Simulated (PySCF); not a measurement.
# OF⁻: basis, grid and Hamiltonian

The method stays; parts of the set-up, such as the basis or the Hamiltonian, are changed.

Program: PySCF 2.14.0. Level of theory: each script names its method and basis. These are calculated values, not measurements.

9 further runs of the same task are left out: 9 that didn't finish.

### Step 1. The system as given

OF⁻: 2 atoms, charge -1, spin multiplicity 1.

Bond lengths: O1–F2 1.512 Å.

### Step 2. Base script

File input.py:

```python
from pyscf import gto, scf, mcscf

mol = gto.M(
    atom='O 0 0 0; F 0 0 1.512',
    basis='jorge-dzp',
    charge=-1,
    spin=0,
    symmetry=True,
    verbose=4,
)
mf = scf.RHF(mol)
mf.kernel()
mc = mcscf.CASCI(mf, 5, 6)
mc.kernel()
mc.analyze()
mf.dip_moment()
print('orbital energies (hartree):', mf.mo_energy[..., max(0, mol.nelec[1]-3):mol.nelec[0]+3].round(4))
```

Started as:

```console
python input.py
```

Its log is not repeated here.

It gives: E(SCF) = -174.187655 Eh, 9 cycles, E(CAS) − E(SCF) = -0.03487 Eh.

The bond length is a typed value, not an optimised one. The dipole of an ion depends on the origin.

### Step 3. Pcseg-1

Edit 1 changes basis set: jorge-dzp → pcseg-1.

File input.py:

```python
from pyscf import gto, scf, mcscf

mol = gto.M(
    atom='O 0 0 0; F 0 0 1.512',
    basis='pcseg-1',
    charge=-1,
    spin=0,
    symmetry=True,
    verbose=4,
)
mf = scf.RHF(mol)
mf.kernel()
mc = mcscf.CASCI(mf, 5, 6)
mc.kernel()
mc.analyze()
mf.dip_moment()
print('orbital energies (hartree):', mf.mo_energy[..., max(0, mol.nelec[1]-3):mol.nelec[0]+3].round(4))
```

Started as:

```console
python input.py
```

### Step 4. Crenbl (core potential on)

Edit 2 changes basis set: jorge-dzp → crenbl; core potential: off → on. The core potential changes with it: totals don't compare.

Changes to input.py since step 2:

```diff
@@ -4,3 +4,4 @@
     atom='O 0 0 0; F 0 0 1.512',
-    basis='jorge-dzp',
+    basis='crenbl',
+    ecp={'O': 'crenbl', 'F': 'crenbl'},
     charge=-1,
```

### Step 5. Spin-free X2C on

Edit 3 changes spin-free X2C: off → on.

Changes to input.py since step 2:

```diff
@@ -11,2 +11,3 @@
 mf = scf.RHF(mol)
+mf = mf.sfx2c1e()
 mf.kernel()
```

Q: Predict the outcome of this session. Wanted: for each run, E(SCF); from base; gap; after the SCF.

As calculated:

```csv
run,E(SCF) (hartree),from base (eV),cycles,gap (eV),functions,after the SCF
base,-174.187655,0,9,17.83,30,CASCI correlation -0.949 eV
pcseg-1,-174.097072,+2.4649,9,18.02,28,CASCI correlation -0.916 eV
crenbl (core potential on),-39.466797,not comparable,9,17.94,32,CASCI correlation -0.766 eV
spin-free X2C on,-174.320513,-3.6153,9,17.81,30,CASCI correlation -0.951 eV
```

What this shows: The largest comparable shift of the SCF energy, -3.615 eV, comes with the run “spin-free X2C on”. pcseg-1 (28 functions) gives an energy 2.46 eV higher than jorge-dzp (30). Scalar relativity lowers the total energy by 3.62 eV, nearly all of it in the inner shells; a basis contracted without relativity catches only part of it.
